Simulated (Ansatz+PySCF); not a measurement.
Two shapes of doublet CH3Cl(+).

Shape 1:

```xyz
5

C    -0.0498    0.0000   -0.1521
Cl   -0.0548    0.0000    1.5899
H    -0.4704   -0.9361   -0.5220
H     1.0453    0.0000   -0.3938
H    -0.4704    0.9361   -0.5220
```

Shape 2:

```xyz
5

C    -0.0498    0.0000   -0.1421
Cl   -0.0546    0.0000    1.5499
H    -0.4704   -0.9361   -0.5120
H     1.0453    0.0000   -0.3838
H    -0.4704    0.9361   -0.5120
```

Basis set: cc-pVTZ on H, C; cc-pV(T+d)Z on Cl (spherical functions). Frozen core: 6 orbitals. Correlation on ROHF uses semicanonical orbitals with singles. Charge 1, multiplicity 2.

Computed with Ansatz (development build ahead of 0.2.0); each method stands on the lowest determinant of its kind that the runs found.

Q: Which shape is lower in energy, and by how much in each method?

A:

```
      method  E(2) − E(1) (eV)
        ROHF             0.071
         UHF             0.070
ROHF-CCSD(T)             0.036
```

Shape 1 is lower.
